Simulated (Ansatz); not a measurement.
Input for Ansatz (development build ahead of 0.2.0):

```yaml
crystal:
  periodic: [false, false, false]
  atoms:
    - { symbol: C, position_ang: [0.0, 0.0, -0.59784] }
    - { symbol: O, position_ang: [0.0, 0.0, 0.59784] }
basis:
  gaussian: { orbitals: cc-pVTZ }
hamiltonian:
  xc: hf
correlation:
  method: bccd_t
  frozen_orbitals: { C: 1, O: 1 }
```

The input is written out in the form of the current development build from the run's settings.

Results

```yaml
Converged: yes
Reference_energy_starting_determinant: -112.76323 hartree
Correlation_energy: -0.38582 hartree
Total_energy: -113.14904 hartree
```
